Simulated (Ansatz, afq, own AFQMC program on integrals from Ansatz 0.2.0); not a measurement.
## Where AFQMC and coupled cluster stand for GeHO⁺, quintet

```yaml
atoms:
  - { symbol: Ge, position_ang: [0.0000, -0.0375, 0.3220] }
  - { symbol: O, position_ang: [0.0000, 0.0862, -1.5290] }
  - { symbol: H, position_ang: [0.0000, 1.3375, 1.0643] }
```

Connectivity, by distances: GeH–O.

Basis cc-pVDZ. Noble-gas cores (and the filled d shells of Ga–Kr and In–Xe) are frozen. AFQMC by an in-house program on the Cholesky factors that Ansatz 0.2.0 writes for its CCSD(T) run. ph-AFQMC/CISD is guided by a CISD state made of CCSD amplitudes; releasing the constraint for a short imaginary time cuts its bias at the price of noise, slowly where states lie close. ± is one standard error of the sampling. No spin–orbit coupling.

Determinant: UHF, the one that the program's search chose, which needn't be the lowest solution. The geometry is a PBE0/def2-TZVP stationary point of this or a neighbouring charge and spin state.

No full CI on the walks' own integrals is used here; CCSDT(Q) serves as the reference and is uncertain by about the last step of the cluster series.

Cautions: no relativity below Rb; no spin-orbit coupling; inner d shell frozen; another spin lies lower (by 3.86 eV).

- T1 diagnostic: 0.0190
- weight of the determinant in the CISD state: 0.921
- ⟨S²⟩ of the determinant: 6.018
- size of the correlated space: 10 electrons in 31 orbitals

Reference: CCSDT(Q), correlation energy -4.935 eV. The released energy is read at 1.62 1/Eh, later times being too noisy (meV from the phaseless value at times in 1/Eh: -21 ± 9 at 0.24, -10 ± 11 at 0.51, -21 ± 12 at 0.99, -20 ± 11 at 1.62, -40 ± 19 at 2.40).

```tsv
level	E − E(reference) (kcal/mol)	share of correlation (%)
HF	113.81	0.00
MP2	21.65	80.98
CCSD	2.49	97.81
CCSD(T)	0.61	99.46
CCSDT	0.09	99.92
ph-AFQMC/CISD	0.08 ± 0.19	99.93
released AFQMC	-0.37 ± 0.25	100.33
```

A walk keeps the symmetry of its determinant, which the program's search chose and which needn't be the lowest solution, so a lower state of the same spin and another symmetry isn't excluded. Released energies are given only where the last usable release times agree within the noise; a slower fall can still hide under it.
